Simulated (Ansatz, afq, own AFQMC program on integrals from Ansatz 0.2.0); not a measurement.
Atomization energy of CH₄N, doublet

```xyz
6

N    -0.0887    0.0000    0.6446
C     0.0848    0.0000   -0.7305
H     0.2213   -0.8326    1.1206
H     0.2213    0.8326    1.1206
H    -0.1102   -0.9302   -1.2469
H    -0.1102    0.9302   -1.2469
```

Connectivity, by distances: NH2–CH2.

Atoms in their ground-state spins without spin–orbit coupling (mostly on UHF) minus the molecule (UHF), without zero-point energy. The geometry is a stationary point, not shown to be a minimum.

Basis 6-31G. Noble-gas cores (and the filled d shells of Ga–Kr and In–Xe) are frozen. Integrals, coupled cluster, full CI and functionals: Ansatz 0.2.0; the random walks run on the same integrals in our own AFQMC program. The CISD trial takes its coefficients from CCSD amplitudes. Released means that phaseless walkers are propagated on without the constraint, phases kept. Error bars are statistical, one sigma. The errors of all members are added in quadrature.

No full CI on the walks' own integrals is used here; CCSDT(Q) serves as the reference and is uncertain by about the last step of the cluster series. Each member takes its own surest rung, up to full CI.

Errors are counted within 6-31G, not against nature.

Cautions: CH₄N (doublet): its ph-AFQMC/CISD value lies 22 ± 8 meV above CCSDT(Q); other spins of the molecule weren't checked.

Reference (CCSDT(Q)): 17.297 eV.

```
         level  atomization energy (eV)  error against CCSDT(Q) (eV)
            HF                   13.476                       -3.821
           MP2                   17.102                       -0.195
          CCSD                   17.196                       -0.101
       CCSD(T)                   17.280                       -0.017
         CCSDT                   17.286                       -0.011
 ph-AFQMC/CISD           17.277 ± 0.008               -0.020 ± 0.008
released AFQMC           17.286 ± 0.016               -0.011 ± 0.016
```

Correlation beyond CCSD(T) adds 0.017 eV. The perturbative (T) step is worth +0.085 eV.

A walk keeps the symmetry of its determinant, which the program's search chose and which needn't be the lowest solution, so a lower state of the same spin and another symmetry isn't excluded. Released energies are given only where the last usable release times agree within the noise; a slower fall can still hide under it.
